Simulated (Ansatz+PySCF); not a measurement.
The numbers below are computed, except where a source is named.
Input for PySCF 2.14.0:

```python
from pyscf import gto, scf, cc

mol = gto.M(atom="""
N 0.000000 0.000000 0.000000
F 0.000000 0.000000 2.400000
""", basis='sto-3g', charge=0, spin=2)
mf = scf.UHF(mol)
mf.kernel()
mycc = cc.CCSD(mf, frozen=2).run()
et = mycc.ccsd_t()
print(mf.e_tot, mycc.e_corr, et, mycc.e_tot + et)
```

The script is written out from the run's settings.

Results

* Converged: yes
* Reference energy: -151.41965 hartree
* CCSD correlation energy: -0.28814 hartree
* Triples correction: -0.00038 hartree
* Total energy: -151.70817 hartree
* Spin squared of the determinant: 2.006

This is not the lowest solution: another run reaches a determinant 7.80 eV lower. Caution: bonds are stretched, where a single reference can fail.
